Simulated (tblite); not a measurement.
Compound: carbonate ion, CO₃ (charge -2).
Numbering: `[O:1]=[C:2]([O-:3])[O-:4]`

Calculated harmonic vibrations of the isolated species, GFN2-xTB (tblite), most abundant isotopes, no scaling. Against measured fundamentals such values can be off by several per cent, at times by over 20. Multiply charged ions are computed bare, without counter-ions or solvent.

Harmonic wavenumbers (cm⁻¹): 627.3, 627.3, 805.6, 1040.4, 1462.9, 1463.0.

A = 12623, B = 12622, C = 6311 MHz; mass 59.985 u (most abundant isotopes); point group D3h, symmetry number 6.

Task: Zero-point energy?

Result: Half the sum of the wavenumbers: 3013 cm⁻¹ = 36.05 kJ/mol.

Task: What is S at 273.15 K and 1 bar for an ideal gas of classical rigid rotors and harmonic oscillators?

Result: Translation 158.10, rotation 81.43, vibration 3.64: S = 243.2 J/(mol K).

Task: And Cp and H(273.15 K) − H(0)?

Result: Cp = 44.15 J/(mol K), of which vibrations give 10.89 (their classical limit is 6 R = 49.9); H(273.15 K) − H(0) = 9.86 kJ/mol without the zero-point energy, 0.78 from vibrations.

Task: Which modes carry the vibrational entropy at 273.15 K?

Result: 627.3 cm⁻¹: 1.36; 627.3 cm⁻¹: 1.36; 805.6 cm⁻¹: 0.63; 1040.4 cm⁻¹: 0.23; 1462.9 cm⁻¹: 0.03; 1463.0 cm⁻¹: 0.03 J/(mol K).

Task: How do the functions run with temperature in this model?

Result: 
```json
{"T (K)": "100", "S (J/(mol K))": "206.1", "Cp (J/(mol K))": "33.4", "H − H(0) (kJ/mol)": "3.33", "G − H(0) (kJ/mol)": "-17.29", "ln q(vib)": "0.00"}
{"T (K)": "200", "S (J/(mol K))": "230.4", "Cp (J/(mol K))": "38.2", "H − H(0) (kJ/mol)": "6.86", "G − H(0) (kJ/mol)": "-39.22", "ln q(vib)": "0.03"}
{"T (K)": "300", "S (J/(mol K))": "247.4", "Cp (J/(mol K))": "46.4", "H − H(0) (kJ/mol)": "11.08", "G − H(0) (kJ/mol)": "-63.14", "ln q(vib)": "0.13"}
{"T (K)": "500", "S (J/(mol K))": "274.5", "Cp (J/(mol K))": "60.1", "H − H(0) (kJ/mol)": "21.82", "G − H(0) (kJ/mol)": "-115.45", "ln q(vib)": "0.54"}
{"T (K)": "800", "S (J/(mol K))": "305.5", "Cp (J/(mol K))": "71.1", "H − H(0) (kJ/mol)": "41.73", "G − H(0) (kJ/mol)": "-202.69", "ln q(vib)": "1.37"}
{"T (K)": "1000", "S (J/(mol K))": "321.8", "Cp (J/(mol K))": "74.8", "H − H(0) (kJ/mol)": "56.35", "G − H(0) (kJ/mol)": "-265.48", "ln q(vib)": "1.93"}
```

q(vib) and H(0) count from the zero-point level.

Task: What must be added to the electronic energy to get the Gibbs energy at 273.15 K and 1 bar?

Result: ZPE + [H(273.15 K) − H(0)] − T·S = 36.05 + 9.86 − 66.42 = -20.51 kJ/mol.
